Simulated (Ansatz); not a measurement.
This geometry of CH$_{6}$AlSi (9 atoms, charge 0, multiplicity 2) is a first-order saddle point.

All numbers below come from UKS B3LYP/6-31G* in Ansatz 0.2.0.

```xyz
9
Properties=species:S:1:pos:R:3
C -0.855 0.899 -1.061
Al 0.675 0.545 0.129
Si 0.913 -1.508 1.463
H -0.548 0.757 -2.108
H -1.718 0.250 -0.883
H -1.184 1.943 -0.973
H 1.836 1.635 0.215
H 1.001 -2.790 0.693
H -0.120 -1.731 2.525
```

Problem. Which two structures does it join? (They come from a converged band through this point; their orientation in space is the band's.)

Solution. No bond is made or broken. The dihedral C1–Al2–Si3–H8 goes from 0 to -180°. The two ends are copies of one structure, up to a mirror image or an exchange of like atoms.

Initial state:

```xyz
9
Properties=species:S:1:pos:R:3
C -0.915 1.004 -1.045
Al 0.683 0.401 -0.071
Si 0.630 -1.537 1.337
H -0.702 1.102 -2.118
H -1.773 0.333 -0.934
H -1.225 2.000 -0.697
H 2.075 1.167 -0.165
H -0.557 -2.406 1.576
H 1.784 -2.065 2.118
```

Final state:

```xyz
9
Properties=species:S:1:pos:R:3
C -0.916 1.004 -1.045
Al 0.680 0.408 -0.061
Si 0.631 -1.540 1.333
H -0.705 1.065 -2.122
H -1.783 0.349 -0.910
H -1.208 2.015 -0.728
H 2.067 1.184 -0.143
H 1.786 -2.066 2.114
H -0.551 -2.419 1.562
```

Problem. How far does it lie above each of them?

Solution. 21.4 kJ/mol above the first and 21.4 kJ/mol above the second. This is the barrier of this one path; another mechanism may lie lower.

Time of the run: 14 min on 1 thread of Intel(R) Xeon(R) Processor @ 2.70GHz, with other jobs on the host, peak memory 0.18 GiB.
